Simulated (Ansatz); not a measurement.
# PSi2: the cost of one run

The runs use Ansatz 0.2.0, Gaussian basis; def2-QZVPP, core rule «outside noble gas», up to 15 orbitals frozen.

To be run: UHF; ROHF; CCSD(T) on UHF.

5 further runs of the same task are left out: 1 that didn't finish, 4 set aside as unsound or not needed.

## Step 1: The geometry

The geometry is a PBE0/def2-TZVP stationary point (not a proven minimum).

3 atoms, charge 0, spin multiplicity 2.

Atoms are counted from 1 here; the program's logs count them from 0.

Bond lengths: Si1–P2 2.098 Å, P2–Si3 2.098 Å. Angles: Si1–P2–Si3 117.5°.

## Step 2: UHF

File in.yaml:

```yaml
crystal:
  periodic: [false, false, false]
  atoms:
    - {symbol: Si, position_ang: [0.000000, -0.386578, 1.794001]}
    - {symbol: P, position_ang: [0.000000, 0.701061, 0.000000]}
    - {symbol: Si, position_ang: [0.000000, -0.386578, -1.794001]}
basis:
  gaussian: {orbitals: "def2-QZVPP.json"}
magnetization: {spin_polarized: true, initial_magnetization: 1}
hamiltonian: {xc: hf}
output: {orbitals: {seedname: orbitals}}
```

Started as:

```
$ ansatz run in.yaml --threads 1 --pin off --events-out ev --progress --plain --max-ram 2393MiB
```

**Question.** How long does this run take on 1 thread of Arm Neoverse V1, shared host, and how much memory does it need?

About 54 s, with a peak of 0.73 GiB.
